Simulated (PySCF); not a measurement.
# Ionisation energy of Al by level of theory

Al [Ne] 3s2 3p1 (2P) → Al+ [Ne] 3s2 (1S), as a difference of total energies. Computed with PySCF 2.14 in x2c-SVPall (4s3p1d, 18 functions), with scalar relativity by spin-free X2C-1e. Correlated levels: valence: [Ne] frozen. The calculations carry no spin-orbit coupling.

```csv
method,ionisation energy (eV),error (eV)
UHF,5.548,-0.429
M06-L,5.840,-0.137
M06-2X,5.761,-0.216
MP2 (valence),5.647,-0.330
SCS-MP2 (valence),5.626,-0.351
CCSD (valence),5.696,-0.281
CCSD(T) (valence),5.711,-0.266
```

Reference: 5.977 eV (measured; NIST levels, between the centres of gravity of the two terms).

Errors of the correlated levels include the incompleteness of this basis and the frozen core.
